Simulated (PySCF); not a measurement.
These 4 structures share the formula [C6H9]+ (charge +1). Method: PBE0-D3(BJ)/def2-SVP geometry optimisation, gas phase (PySCF). Energies are electronic, without zero-point or thermal terms, for one conformer each. No frequencies were run at this level. Point groups hold within 0.08 Å.

Task: Order them by energy at this level, lowest first, and give relative energies in kJ/mol.
A. `[CH3:1][CH:2]([CH3:3])[c+:4]1[cH:5][cH:6]1` (charge +1) with C1–C2–C4–C5 -25°
B. `[CH:1]#[C:2][C+:3]([CH3:4])[CH2:5][CH3:6]` (charge +1) with C2–C3–C5–C6 180°
C. `[CH3:1][CH2:2][c:3]1[cH:4][c+:5]1[CH3:6]` (charge +1) with C1–C2–C3–C4 0°
D. `C[C@H]1[CH+]C=CC1`

Result: D (0.0), C (65.1), A (126.5), B (193.1).

```csv
SMILES,E (Eh),E rel (kJ/mol),dipole about centre of mass (D),point group,"A, B, C (MHz)"
C[C@H]1[CH+]C=CC1,-233.31025,0.0,1.37,–,"6991, 3340, 2491"
CCc1c[c+]1C,-233.28546,65.1,2.19,–,"10586, 1885, 1649"
CC(C)[c+]1cc1,-233.26208,126.5,3.96,Cs,"6285, 2763, 2040"
C#C[C+](C)CC,-233.23670,193.1,1.47,–,"7271, 2184, 1732"
```

Task: As an exercise, what shares would exp(−E/RT) give at 2000 K from these electronic energies alone (no entropy, no degeneracies)?

Result: RT = 16.629 kJ/mol: C[C@H]1[CH+]C=CC1 98.0 %, CCc1c[c+]1C 2.0 %, CC(C)[c+]1cc1 under 0.1 %, C#C[C+](C)CC under 0.1 %.
